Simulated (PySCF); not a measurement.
# HBrCl₂, a complex of two parts: interaction energy

Aim: the interaction energy of `ClBr` with `Cl`.

Computed with PySCF 2.14.0; each step states its level. No surroundings beyond the atoms listed, unless a continuum is named. Atoms count from 0, parts from 1.

### Step 1. The system as given

4 atoms, charge 0, multiplicity 1; geometry: GFN2-xTB. Parts: 1 = atoms 0–1, `ClBr`, charge 0; 2 = atoms 2–3, `Cl`, charge 0.

### Step 2. Relaxing the molecule at PBE0-D3(BJ)/def2-SVPD

Job settings and geometry (Å):

```
{"job": {"xc": "PBE0", "basis": "def2-SVPD", "d3": "d3bj", "grid": 2, "kind": "geom", "shake": 0.01}, "charge": 0, "multiplicity": 1, "parts": [{"atoms": "0-1", "charge": 0, "multiplicity": 1}, {"atoms": "2-3", "charge": 0, "multiplicity": 1}]}
Br     1.140742     0.025646     0.047865
Cl    -1.012649    -0.148108     0.023097
Cl    -3.874544     0.353066    -1.116025
H     -3.242611     1.120654    -1.959776
```

The run is started by

```bash
$ OMP_NUM_THREADS=1 python cluster_run.py task.json out
```

The driver reads the jobs from task.json and runs them one after another.

What it wrote:

```text
step   0  E = -3493.94748143  max force = 0.006223
step   1  E = -3493.94850531  max force = 0.002572
step   2  E = -3493.94862846  max force = 0.000886
step   3  E = -3493.94879057  max force = 0.002076
step   4  E = -3493.94886408  max force = 0.001662
step   5  E = -3493.94890179  max force = 0.000682
step   6  E = -3493.94894350  max force = 0.001325
step   7  E = -3493.94897199  max force = 0.001500
step   8  E = -3493.94900322  max force = 0.001039
step   9  E = -3493.94902620  max force = 0.000394
step  10  E = -3493.94904083  max force = 0.000533
step  11  E = -3493.94904572  max force = 0.000322
step  12  E = -3493.94904696  max force = 0.000076
optimisation converged
```

Wall time 48 s (1 thread of AMD EPYC 7R43, shared host); peak memory 0.43 GiB.

Relaxation path:

```
step  energy from step 0 (eV)  largest force component (eV/Å)
   0                   0.0000                          0.3200
   1                  -0.0279                          0.1323
   2                  -0.0312                          0.0456
   3                  -0.0356                          0.1068
   4                  -0.0376                          0.0855
   5                  -0.0386                          0.0351
   6                  -0.0398                          0.0681
   7                  -0.0406                          0.0771
   8                  -0.0414                          0.0534
   9                  -0.0420                          0.0203
  10                  -0.0424                          0.0274
  11                  -0.0426                          0.0166
  12                  -0.0426                          0.0039
```

Close pairs (by a distance rule), those that changed most:

```
   bond  before (Å)  after (Å)  change (Å)
 Cl2–H3       1.304      1.289      -0.015
Br0–Cl1       2.161      2.174      +0.014
```

The next job starts from the end point, and lists it.

```
                         at the end point                value
rotational constants (GHz, main isotopes)  284.2, 0.718, 0.716
                        dipole moment (D)                 1.17
```

Contacts at the end point (a selection, picked against the atoms' radii; other short pairs can be missing):

```
    atoms  distance (Å)  kind (by distance and angle)  angle (°)
Cl1···Cl2          3.14                  halogen bond        177
```

Against the parts relaxed at this level the binding energy is -2.57 kcal/mol, without counterpoise.

### Step 3. Coupled-cluster interaction energy: CCSD(T) and MP2

Job settings and geometry (Å):

```
{"job": {"kind": "intercc", "basis": "aug-cc-pVDZ", "basis_large": "aug-cc-pVTZ"}, "charge": 0, "multiplicity": 1, "parts": [{"atoms": "0-1", "charge": 0, "multiplicity": 1}, {"atoms": "2-3", "charge": 0, "multiplicity": 1}]}
Br     1.248496    -0.131495     0.267429
Cl    -0.863198     0.020374    -0.226990
Cl    -3.877910     0.336128    -1.050365
H     -3.496416     1.126262    -1.994919
```

Method: CCSD(T)/aug-cc-pVDZ and MP2/aug-cc-pVTZ counterpoise interaction energy, frozen core, gas phase.

What it wrote:

```text
part 1, own basis, geometry of the cluster
final grid: 24824 points
cycle   1  E = -3031.9409206715  dE = -1.004e+00  |g| = 2.462e-01  |ddm| = 2.194e+00
cycle   2  E = -3031.9550216923  dE = -1.410e-02  |g| = 1.135e-01  |ddm| = 3.355e-01
cycle   3  E = -3031.9575432251  dE = -2.522e-03  |g| = 1.887e-02  |ddm| = 9.915e-02
cycle   4  E = -3031.9577188469  dE = -1.756e-04  |g| = 4.850e-03  |ddm| = 2.765e-02
cycle   5  E = -3031.9577308449  dE = -1.200e-05  |g| = 1.579e-03  |ddm| = 6.680e-03
cycle   6  E = -3031.9577317919  dE = -9.470e-07  |g| = 2.795e-04  |ddm| = 2.200e-03
cycle   7  E = -3031.9577318253  dE = -3.347e-08  |g| = 4.839e-05  |ddm| = 5.348e-04
cycle   8  E = -3031.9577318265  dE = -1.156e-09  |g| = 7.317e-06  |ddm| = 1.153e-04
cycle   9  E = -3031.9577318265  dE = -1.273e-11  |g| = 2.039e-06  |ddm| = 1.716e-05
converged SCF energy = -3031.9577318265

part 2, own basis, geometry of the cluster
final grid: 17120 points
cycle   1  E = -460.0903153687  dE = -1.001e-01  |g| = 2.121e-01  |ddm| = 1.854e+00
cycle   2  E = -460.1053809510  dE = -1.507e-02  |g| = 8.118e-02  |ddm| = 4.465e-01
cycle   3  E = -460.1071099836  dE = -1.729e-03  |g| = 1.679e-02  |ddm| = 9.382e-02
cycle   4  E = -460.1072985110  dE = -1.885e-04  |g| = 5.237e-03  |ddm| = 2.584e-02
cycle   5  E = -460.1073201185  dE = -2.161e-05  |g| = 9.911e-04  |ddm| = 9.518e-03
cycle   6  E = -460.1073208274  dE = -7.089e-07  |g| = 2.417e-04  |ddm| = 1.845e-03
cycle   7  E = -460.1073208679  dE = -4.050e-08  |g| = 3.092e-05  |ddm| = 6.698e-04
cycle   8  E = -460.1073208684  dE = -5.226e-10  |g| = 5.376e-06  |ddm| = 7.680e-05
converged SCF energy = -460.1073208684

part 1, own basis, relaxed alone
final grid: 24824 points
cycle   1  E = -3031.9410380255  dE = -9.946e-01  |g| = 2.472e-01  |ddm| = 2.197e+00
cycle   2  E = -3031.9552344563  dE = -1.420e-02  |g| = 1.140e-01  |ddm| = 3.369e-01
cycle   3  E = -3031.9577799689  dE = -2.546e-03  |g| = 1.884e-02  |ddm| = 9.961e-02
cycle   4  E = -3031.9579565668  dE = -1.766e-04  |g| = 4.823e-03  |ddm| = 2.769e-02
cycle   5  E = -3031.9579685547  dE = -1.199e-05  |g| = 1.563e-03  |ddm| = 6.693e-03
cycle   6  E = -3031.9579694784  dE = -9.237e-07  |g| = 2.774e-04  |ddm| = 2.176e-03
cycle   7  E = -3031.9579695111  dE = -3.271e-08  |g| = 4.842e-05  |ddm| = 5.325e-04
cycle   8  E = -3031.9579695122  dE = -1.128e-09  |g| = 7.095e-06  |ddm| = 1.149e-04
cycle   9  E = -3031.9579695122  dE = -1.683e-11  |g| = 1.843e-06  |ddm| = 1.645e-05
converged SCF energy = -3031.9579695122

part 2, own basis, relaxed alone
final grid: 17120 points
cycle   1  E = -460.0903654605  dE = -9.936e-02  |g| = 2.120e-01  |ddm| = 1.854e+00
cycle   2  E = -460.1054108814  dE = -1.505e-02  |g| = 8.109e-02  |ddm| = 4.464e-01
cycle   3  E = -460.1071359731  dE = -1.725e-03  |g| = 1.679e-02  |ddm| = 9.372e-02
cycle   4  E = -460.1073242316  dE = -1.883e-04  |g| = 5.232e-03  |ddm| = 2.583e-02
cycle   5  E = -460.1073457840  dE = -2.155e-05  |g| = 9.893e-04  |ddm| = 9.505e-03
cycle   6  E = -460.1073464899  dE = -7.058e-07  |g| = 2.413e-04  |ddm| = 1.841e-03
cycle   7  E = -460.1073465302  dE = -4.037e-08  |g| = 3.090e-05  |ddm| = 6.688e-04
cycle   8  E = -460.1073465307  dE = -5.236e-10  |g| = 5.372e-06  |ddm| = 7.685e-05
converged SCF energy = -460.1073465307

cluster
final grid: 6320 points
cycle   1  E = -3492.0622824786  dE = -1.794e-03  |g| = 1.370e-02  |ddm| = 3.305e-01
cycle   2  E = -3492.0624230743  dE = -1.406e-04  |g| = 4.403e-03  |ddm| = 5.089e-02
cycle   3  E = -3492.0624408921  dE = -1.782e-05  |g| = 2.219e-03  |ddm| = 1.517e-02
cycle   4  E = -3492.0624434266  dE = -2.535e-06  |g| = 6.233e-04  |ddm| = 5.229e-03
cycle   5  E = -3492.0624438127  dE = -3.861e-07  |g| = 2.658e-04  |ddm| = 2.132e-03
cycle   6  E = -3492.0624438746  dE = -6.189e-08  |g| = 5.416e-05  |ddm| = 9.652e-04
cycle   7  E = -3492.0624438777  dE = -3.110e-09  |g| = 1.861e-05  |ddm| = 2.326e-04
cycle   8  E = -3492.0624438781  dE = -3.383e-10  |g| = 7.500e-06  |ddm| = 6.620e-05
converged SCF energy = -3492.0624438781

part 1 in the basis of the cluster
final grid: 6320 points
cycle   1  E = -3031.9577668222  dE = -3.916e-05  |g| = 1.011e-03  |ddm| = 2.340e-01
cycle   2  E = -3031.9577672839  dE = -4.616e-07  |g| = 1.333e-04  |ddm| = 2.661e-02
cycle   3  E = -3031.9577672938  dE = -9.936e-09  |g| = 1.952e-05  |ddm| = 3.709e-03
cycle   4  E = -3031.9577672939  dE = -1.255e-10  |g| = 6.244e-06  |ddm| = 7.122e-05
converged SCF energy = -3031.9577672939

part 2 in the basis of the cluster
final grid: 6320 points
cycle   1  E = -460.1073614333  dE = -4.194e-05  |g| = 1.350e-03  |ddm| = 1.309e-01
cycle   2  E = -460.1073621850  dE = -7.517e-07  |g| = 2.180e-04  |ddm| = 1.511e-02
cycle   3  E = -460.1073622091  dE = -2.405e-08  |g| = 1.810e-05  |ddm| = 2.436e-03
cycle   4  E = -460.1073622093  dE = -2.011e-10  |g| = 2.913e-06  |ddm| = 1.051e-04
converged SCF energy = -460.1073622093

Interaction energy (kcal/mol)
  counterpoise       -1.287
  uncorrected        -1.715
  dispersion part     0.000
  deformation         0.117
  binding            -1.171

Decomposition of the uncorrected value (kcal/mol)
  electrostatic      -2.872
  Pauli               5.733
  orbital            -1.227
  dispersion          0.000
  correlation        -3.349

Charge of each part in the cluster: -0.007 0.007
part 1 in the basis of the cluster: E(HF) = -3031.864500476  E2 = -0.285996450  E(CCSD corr) = -0.308467266  (T) = -0.009278316
part 2 in the basis of the cluster: E(HF) = -460.092677627  E2 = -0.159631458  E(CCSD corr) = -0.176138781  (T) = -0.004018423
cluster: E(HF) = -3491.954713672  E2 = -0.449342708  E(CCSD corr) = -0.487036152  (T) = -0.013744224

Counterpoise interaction energy (kcal/mol)
  hf_small                   1.546
  mp2_small                 -0.785
  ccsd_small                 0.021
  ccsdt_small               -0.259
  hf_large                   1.685
  mp2_large                 -1.287
  scs_mp2_large             -0.567
  mp2_limit                 -1.557
  ccsdt_less_mp2             0.525
  ccsdt_limit_estimate      -1.032
  bsse_mp2_large             0.428
```

Wall time 88 s (1 thread of AMD EPYC 7R43, shared host); peak memory 0.76 GiB.

Contacts at this geometry (a selection, picked against the atoms' radii; other short pairs can be missing):

```
    atoms  distance (Å)  kind (by distance and angle)  angle (°)
Cl1···Cl2          3.14                  halogen bond        177
```

Differences are taken before rounding.

```
                 method  interaction energy (kcal/mol)  from CCSD(T), limit estimate (kcal/mol)
         HF/aug-cc-pVDZ                           1.55                                    +2.58
        MP2/aug-cc-pVDZ                          -0.78                                    +0.25
       CCSD/aug-cc-pVDZ                           0.02                                    +1.05
    CCSD(T)/aug-cc-pVDZ                          -0.26                                    +0.77
         HF/aug-cc-pVTZ                           1.69                                    +2.72
        MP2/aug-cc-pVTZ                          -1.29                                    -0.26
    SCS-MP2/aug-cc-pVTZ                          -0.57                                    +0.47
      MP2, extrapolated                          -1.56                                    -0.53
CCSD(T), limit estimate                          -1.03                                        0
```

These energies keep the parts at their geometry in the cluster; deforming them to it costs 0.12 kcal/mol (MP2).

### Step 4. What came out

| quantity | value |
| --- | --- |
| rotational constants (main isotopes) | 284.16, 0.72, 0.72 GHz |
| interaction energy, CCSD(T) limit estimate | -1.03 kcal/mol |
| MP2/aug-cc-pVTZ | -1.29 kcal/mol |
| T1 diagnostic | 0.0075 |

What this shows: The optimisation took 12 steps and gained 0.043 eV; among the close pairs (by a distance rule), Cl2–H3 changed most, from 1.304 to 1.289 Å. No frequency check was run at this level, so the end point may be a saddle. The estimate adds CCSD(T) less MP2 in the small basis (+0.53 kcal/mol) to extrapolated MP2. Hartree-Fock gives 1.69 against -1.03 kcal/mol, so correlation carries all of the binding.
